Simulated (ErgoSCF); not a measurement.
# One shape, several levels: CH2BN (SMILES B1C=N1)

Aim: a comparison of 6 runs (HF/STO-3G, HF/def2-SVP, HF/aug-cc-pVDZ, SVWN5/6-31G*, PBE0/def2-SVP, BLYP/6-31+G*) of CH2BN. 

The calculation is run with ErgoSCF 3.8.

## (1) The molecule

CH2BN has 5 atoms, charge 0, and is taken as a singlet. SMILES: `B1C=N1`. The coordinates come from a GFN2-xTB relaxation.

Bond lengths: B1–C2 1.457 Å, B1–N3 1.444 Å, C2–N3 1.300 Å, B1–H4 1.146 Å, C2–H5 1.069 Å. Angles: B1–C2–N3 62.8°, C2–B1–N3 53.3°, B1–N3–C2 63.9°, B1–C2–H5 165.5°, N3–C2–H5 131.7°, C2–B1–H4 159.4°, N3–B1–H4 147.3°.

## (2) The energy at HF/STO-3G (run 1)

input.ego reads:

```
set_nthreads(1)
scf.output_mulliken_pop = 1
tmpdir = "."
scf.use_diagonalization = 1
basis = "STO-3G"
scf.max_number_of_iterations = 120
molecule_inline Angstrom
B       -0.695180      -0.126390      -0.264490
C        0.611740       0.300510       0.218960
N        0.366640      -0.976610       0.219110
H       -1.756790      -0.056700      -0.690500
H        1.473590       0.859180       0.516910
EOF
run "HF"
```

The basis set STO-3G is read from a file made from the Basis Set Exchange's data (not shown).

Run with:

```
$ ergo input.ego
```

Output:

```text
[...]
INSC SCF_general constructor, number of basis functions: 17
[...]
INSC Energy   1 =        -89.48928910460
[...]
INDE E_LUMO =          0.27977348585
[...]
INSC Energy  12 =       -116.61522856548  ( diff     -0.000000000008697 )
[...]
RESC CONVERGED after  12 iterations.
RESC FINAL ENERGY:       -116.61522856548
[...]
INSC SCF: dipole_moment_x [atomic units] =       0.02356500
INSC SCF: dipole_moment_y [atomic units] =       0.60022797
INSC SCF: dipole_moment_z [atomic units] =      -0.03559648
[...]
```

Wall time 0.84 s (1 thread of Arm Neoverse V2, shared host); peak memory 0.26 GiB.

## (3) The energy at HF/def2-SVP (run 2)

mol.xyz reads:

```xyz
5

B     -0.695180    -0.126390    -0.264490
C      0.611740     0.300510     0.218960
N      0.366640    -0.976610     0.219110
H     -1.756790    -0.056700    -0.690500
H      1.473590     0.859180     0.516910
```

ergo.in reads:

```
set_nthreads(1)
molecule "mol.xyz"
tmpdir = "."
scf.max_number_of_iterations = 120
scf.use_diagonalization = 1
spin_polarization = 0
basis = "def2-SVP"
scf.output_mulliken_pop = 1
run "HF"
```

The basis set def2-SVP is read from a file made from the Basis Set Exchange's data (not shown).

Run with:

```
$ ergo ergo.in
```

Output:

```text
[...]
INSC SCF_general constructor, number of basis functions: 52
[...]
INSC Energy   1 =        -40.88272457638
[...]
INDE E_LUMO =          0.13501457518
[...]
INSC Energy  19 =       -118.02507975221  ( diff      0.000000000000028 )
[...]
RESC CONVERGED after  19 iterations.
RESC FINAL ENERGY:       -118.02507975221
[...]
INSC SCF: dipole_moment_x [atomic units] =      -0.01472793
INSC SCF: dipole_moment_y [atomic units] =       0.73049783
INSC SCF: dipole_moment_z [atomic units] =      -0.06080835
[...]
```

Wall time 7.5 s (1 thread of Arm Neoverse V2, shared host); peak memory 0.26 GiB.

Runs 3 to 5 aren't shown in full; the table further down has their settings and results.

## (4) A single-point energy at BLYP/6-31+G(d) (spherical functions) (run 6)

molecule.xyz reads:

```xyz
5
CH2BN
B     -0.695180    -0.126390    -0.264490
C      0.611740     0.300510     0.218960
N      0.366640    -0.976610     0.219110
H     -1.756790    -0.056700    -0.690500
H      1.473590     0.859180     0.516910
```

ergo.in reads:

```
set_nthreads(1)
molecule "molecule.xyz"
scf.max_number_of_iterations = 120
XC.angint = 41
XC.sparse_mode = 0
tmpdir = "."
scf.output_mulliken_pop = 1
scf.use_diagonalization = 1
basis = "6-31+G*"
XC.radint = 1e-11
run "BLYP"
```

The basis set 6-31+G* is read from a file made from the Basis Set Exchange's data (not shown).

Run with:

```
$ ergo ergo.in
```

Output:

```text
[...]
INDF Weighted mixed functional:
[...]
INSC Energy   1 =        -46.18239527611
[...]
INDE E_LUMO =         -0.07880219888
[...]
INSC Energy  28 =       -118.81041552794  ( diff     -0.000000000000540 )
[...]
RESC CONVERGED after  28 iterations.
RESC FINAL ENERGY:       -118.81041552794
[...]
INSC SCF: dipole_moment_x [atomic units] =       0.00781599
INSC SCF: dipole_moment_y [atomic units] =       0.67532712
INSC SCF: dipole_moment_z [atomic units] =      -0.04778612
[...]
```

Wall time 10 s (1 thread of Arm Neoverse V2, shared host); peak memory 0.26 GiB.

## (5) Overview of the runs

```tsv
run	level	integration grid	radint	energy (Eh)	dipole moment (D)	wall time
1	HF/STO-3G	–	–	-116.615229	1.53	0.84 s
2	HF/def2-SVP	–	–	-118.025080	1.86	7.5 s
3	HF/aug-cc-pVDZ	–	–	-118.130629	1.93	48 s
4	SVWN5/6-31G* (spherical functions)	Turbo	1e-11	-117.745358	1.61	7.5 s
5	PBE0/def2-SVP	Turbo	1e-11	-118.612715	1.62	15 s
6	BLYP/6-31+G* (spherical functions)	Turbo	1e-11	-118.810416	1.72	10 s
```

## (6) Summary of results

| quantity | value |
| --- | --- |
| run 6: total energy | -118.81042 Eh |
| run 6: dipole moment | 1.72 D |

The dipole moment (its size) runs from 1.53 D (HF/STO-3G) to 1.93 D (HF/aug-cc-pVDZ). Totals of different functionals can't be ranked against each other. In run 1 the basis is minimal, so the values are rough. All runs together took 89 s, the longest 48 s.
